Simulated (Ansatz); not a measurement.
The input, for Ansatz 0.2.0:

```yaml
crystal:
  periodic: [false, false, false]
  atoms:
    - {symbol: B, position_ang: [0.084376, 0.005225, 0.110087]}
    - {symbol: B, position_ang: [-0.080498, 0.013599, -1.401031]}
    - {symbol: H, position_ang: [-0.003878, -0.018825, 1.290944]}
basis:
  gaussian: {orbitals: 6-31G}
magnetization: {spin_polarized: false, initial_magnetization: 1}
correlation: {method: fic_mrcisd_q, electrons: outside_noble_gas, active_space: {window: {electrons: 7, orbitals: 9}, shells: [{species: B, l: s, shell: 2}, {species: B, l: p, shell: 2}, {species: H, l: s, shell: 1}]}}
```

```sh
$ ansatz run in.yaml --threads 1 --pin off --events-out ev --progress --plain --max-ram 2393MiB
```

Log:

```
436 factors; integrals over basis functions are off by at most 1.6e-7 eV
mean field evaluation 1: about -1351.3188 eV, gradient 1.0e1 eV
mean field evaluation 2: about -1351.3207 eV, gradient 1.0e1 eV
mean field evaluation 4: about -1352.0774 eV, gradient 1.2e0 eV
mean field evaluation 8: about -1352.1110 eV, gradient 5.7e-2 eV
mean field evaluation 16: about -1351.8843 eV, gradient 6.7e0 eV
mean field evaluation 32: about -1352.5428 eV, gradient 2.9e-6 eV
mean field evaluation 64: about -1352.1128 eV, gradient 3.0e-2 eV
mean field evaluation 96: about -1352.1110 eV, gradient 4.1e-6 eV
mean field evaluation 128: about -1352.5513 eV, gradient 2.0e-1 eV
mean field evaluation 160: about -1352.5584 eV, gradient 1.8e-1 eV
mean field evaluation 192: about -1352.0984 eV, gradient 3.0e-4 eV
mean field evaluation 224: about -1352.1110 eV, gradient 9.8e-6 eV
mean field -1352.55852995 eV, -49.7056091787 hartree, gradient 3.1e-6 eV, S^2 0.750000; 16 other end points of the search recorded, 0 dependent functions left out
reference -1352.55852995 eV, -49.7056091787 hartree; 6, 5 occupied and 14, 15 virtual orbitals, 436 factors
state -1354.94640128 eV, -49.7933618313 hartree
contracted CI cycle   1: correlation 0.00000000 eV, 0.0000000000 hartree, residual 5.62e0 eV
contracted CI cycle   2: correlation -0.66779991 eV, -0.0245411939 hartree, residual 1.27e0 eV
contracted CI cycle   3: correlation -0.69810322 eV, -0.0256548202 hartree, residual 2.49e-1 eV
contracted CI cycle   4: correlation -0.69935520 eV, -0.0257008294 hartree, residual 5.61e-2 eV
contracted CI cycle   5: correlation -0.69941030 eV, -0.0257028543 hartree, residual 1.25e-2 eV
contracted CI cycle   6: correlation -0.69941306 eV, -0.0257029560 hartree, residual 2.89e-3 eV
contracted CI cycle   7: correlation -0.69941320 eV, -0.0257029611 hartree, residual 7.09e-4 eV
state -1354.94640128 eV, -49.7933618313 hartree; corrected -1355.65763361 eV, -49.8194991375 hartree
Total energy: -1355.65763361 eV, -49.8194991375 hartree
Checks for a lower state left out: starts, orbital_swaps
```

For the same geometry and basis full CI lies 4.9 meV lower.

Ran on 1 thread of Arm Neoverse V2, shared host: 4 s wall, 0.31 GiB peak host memory.
